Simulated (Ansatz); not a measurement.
# AlBH₂ (singlet): the correlation ladder at distance B1–H3 = 1.926 Å, cc-pVDZ

How much of the correlation energy of AlBH₂ (singlet) does each wave-function method recover here?

Computed with Ansatz 0.2.0, Gaussian basis. Level: cc-pVDZ, core rule «outside noble gas», up to 6 orbitals frozen.

To be run: UHF; CCSD(T) on RHF; CCSD(T) on UHF; BCCD(T) on RHF; CISD; CCSDT(Q) on RHF; CCSDT(Q) on UHF; CASSCF and MRCISD+Q, 2 electrons in 2 orbitals; CASSCF and NEVPT2, 2 electrons in 2 orbitals; CASSCF and MRCISD+Q, 8 electrons in 10 orbitals; CASSCF and NEVPT2, 8 electrons in 10 orbitals.

12 further runs of the same task are left out: 7 that didn't finish, 5 set aside as unsound or not needed.

**1. The system**

The geometry derives from a PBE0/def2-TZVP stationary point (not a proven minimum). One bond is set to the value named and the two fragments are kept rigid.

4 atoms, charge 0, spin multiplicity 1.

Atoms are counted from 1 here; the program's logs count them from 0.

Bond lengths: B1–Al2 2.240 Å, B1–H4 1.206 Å. Angles: Al2–B1–H4 123.6°.

**2. UHF**

The input, in.yaml:

```yaml
crystal:
  periodic: [false, false, false]
  atoms:
    - {symbol: B, position_ang: [0.000000, -0.015192, 1.474708]}
    - {symbol: Al, position_ang: [0.000000, -0.015192, -0.765743]}
    - {symbol: H, position_ang: [0.000000, 1.589802, 2.539353]}
    - {symbol: H, position_ang: [0.000000, -1.020172, 2.141344]}
basis:
  gaussian: {orbitals: cc-pVDZ}
magnetization: {spin_polarized: true, initial_magnetization: 0}
hamiltonian: {xc: hf}
output: {orbitals: {seedname: orbitals}}
```

Launch:

```console
> ansatz run in.yaml --threads 1 --pin off --events-out ev --progress --plain --max-ram 2393MiB
```

The runs that follow: CCSD(T) on RHF; CCSD(T) on UHF; BCCD(T) on RHF; CISD; CCSDT(Q) on RHF; CCSDT(Q) on UHF; CASSCF and MRCISD+Q, 2 electrons in 2 orbitals; CASSCF and NEVPT2, 2 electrons in 2 orbitals; CASSCF and MRCISD+Q, 8 electrons in 10 orbitals; CASSCF and NEVPT2, 8 electrons in 10 orbitals.

Q: Predict the results of all the runs planned. Wanted: RCCSDT(Q) below the RHF energy; RMP2 from RCCSDT(Q); UMP2 from RCCSDT(Q); RCCSD from RCCSDT(Q); RCCSD(T) from RCCSDT(Q); UCCSD(T) from RCCSDT(Q); UCCSDT(Q) from RCCSDT(Q); NEVPT2 pair from RCCSDT(Q); MRCISD+Q pair from RCCSDT(Q).

**Answer**, as computed:

| quantity | value |
| --- | --- |
| RCCSDT(Q) below the RHF energy | -4.8579 eV |
| RMP2 from RCCSDT(Q) | +31.33 kcal/mol |
| UMP2 from RCCSDT(Q) | +37.47 kcal/mol |
| RCCSD from RCCSDT(Q) | +4.17 kcal/mol |
| RCCSD(T) from RCCSDT(Q) | +0.96 kcal/mol |
| UCCSD(T) from RCCSDT(Q) | +1.30 kcal/mol |
| UCCSDT(Q) from RCCSDT(Q) | +0.02 kcal/mol |
| NEVPT2 pair from RCCSDT(Q) | +25.80 kcal/mol |
| MRCISD+Q pair from RCCSDT(Q) | -0.34 kcal/mol |
| NEVPT2 valence from RCCSDT(Q) | +14.89 kcal/mol |
| levels within 1 kcal/mol (43 meV) | RCCSD(T), BCCD(T), RCCSDT, UCCSDT, UCCSDT(Q), MRCISD+Q pair, MRCISD+Q valence |
| T1 diagnostic | 0.020 |
| effectively unpaired electrons | 0.19 |

**Reading.** RCCSD(T) lands +0.96 kcal/mol from the yardstick (0.9 % of the correlation energy). One determinant dominates. Of the multireference levels listed MRCISD+Q pair comes nearest in total energy (-0.34 kcal/mol), which doesn't show that its space is the better one. These misses are within one basis, not against nature.
